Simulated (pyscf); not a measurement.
HN=Ga–NH₂ (SMILES [NH]=[Ga][NH2]) + H₂ (SMILES [H][H]) -> H₂N–GaH–NH₂ (SMILES [NH2][GaH][NH2]), an addition across a multiple bond or ene-type step (singlet surface; H–H broken, H–N, Ga–H formed). PySCF, gas phase, ωB97X-D3(BJ)/def2-SVP geometries. Energies in kcal/mol from the separated reactants.

Small-basis levels: PySCF, no dispersion term, spherical d functions. AM1 to PM7: differences of heats of formation from MOPAC, which are fitted to 298 K values and so differ in kind from electronic energies by zero-point and thermal terms. GFN2-xTB: tblite. 

```
level                   barrier  reaction energy
----------------------  -------  ---------------
HF/STO-3G                  61.4            -59.2
HF/3-21G                      ?            -94.1
MP2/6-31G*+LANL2DZ         24.2            -60.7
PBE/6-31G*+LANL2DZ         12.1            -62.0
B3LYP/STO-3G               55.4            -21.8
GFN2-xTB                    3.3            -56.2
PM3                           ?            -29.0
ωB97M-D3(BJ)/def2-TZVP        ?            -66.5
```

Complete the blanks.


- HF/3-21G, barrier: 17.7
- PM3, barrier: 20.8
- ωB97M-D3(BJ)/def2-TZVP, barrier: 15.6

Against the last row the barrier runs from -12.2 (GFN2-xTB) to +45.8 kcal/mol (HF/STO-3G). ωB97M-D3(BJ)/def2-TZVP has limits of its own. At the saddle there is also a short Ga–H contact that neither side keeps. One saddle was located; it need not be the lowest between these sides. In the def2 sets elements up to Kr have no core potential.
